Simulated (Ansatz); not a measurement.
Basis-set extrapolation for C4H10O2, SMILES `COC(C)OC` (PBE0-D4/def2-TZVP geometry, frozen core, the Gaussian-basis code of Ansatz). Multiplicity 1, RHF reference.

```csv
,def2-TZVPP,def2-QZVPP
HF,-307.120888,-307.135504
MP2 correlation,-1.173195,-1.255516
CCSD(T) correlation,-1.269054,not run
```

Energies in hartree. Use E(X) = E(∞) + A·exp(−7.88·√X) for Hartree–Fock and E(X) = E(∞) + B·X^(−2.97) for correlation, with X = 3 and 4, and add CCSD(T) minus MP2 of the smaller set to the MP2 limit.

Task: What is the CCSD(T) energy at the basis-set limit?

Result: HF limit: -307.135504 + (-0.014616) × 0.13774 = -307.13752. MP2 limit: -1.255516 + (-0.082321) × 0.74074 = -1.31649. Higher-order term: -1.269054 − (-1.173195) = -0.09586. Total: -308.54987 hartree, 4.35 eV below CCSD(T)/def2-TZVPP.
